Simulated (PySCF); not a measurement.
# How does the mean 13C shielding change from B97-2/pcSseg-2 to PBE0/pcSseg-2?

PySCF (NMR shieldings with GIAOs, density fitting), isolated neutral molecules in closed-shell states, PBE0-D3(BJ)/def2-TZVP geometries kept fixed through all settings. B97-2: 21 % exact exchange; PBE0: 25 % exact exchange.

Mean 13C shielding (ppm):

```csv
molecule,B97-2/pcSseg-2,PBE0/pcSseg-2
C#C/C=C\C#N,72.8,70.8
C=CC#CC#N,78.0,75.9
C#C/C=C/C#N,72.1,70.0
C=N,13.7,?
N#Cc1cccc(F)c1,50.5,48.3
N#Cc1ccc(F)cc1,50.3,48.1
OCC(F)(F)F,83.8,83.6
N#Cc1ccccc1F,51.2,49.1
```

Task: What should PBE0/pcSseg-2 give for `C=N`?

Result: The functional change moves the other 7 molecules by -1.8 ppm on average (standard deviation 0.7), which puts `C=N` at 13.7 − 1.8 = 11.9 ppm. A straight line through the pairs, y = 1.031x − 3.86, gives 10.3 ppm. The run gave 10.4 ppm: the mean change misses by 1.5, the line by 0.1 ppm.

Task: Which of the two rules would one have trusted beforehand?

Result: Leaving out each listed molecule in turn and predicting it from the rest, the mean change misses by 0.55 ppm on average and the line by 0.62; so neither has a clear lead.

Task: How even is the effect, and which conclusions about the order would change?

Result: Among the 7 molecules with both values given it runs from -2.2 ppm for `N#Cc1ccc(F)cc1` to -0.2 ppm for `OCC(F)(F)F`; `C=N` moves by -3.3 ppm, outside this range. The change is of one sign for all of them. No pair among the 7 changes order.

The figures describe these molecules alone; neither level is taken as the truth.
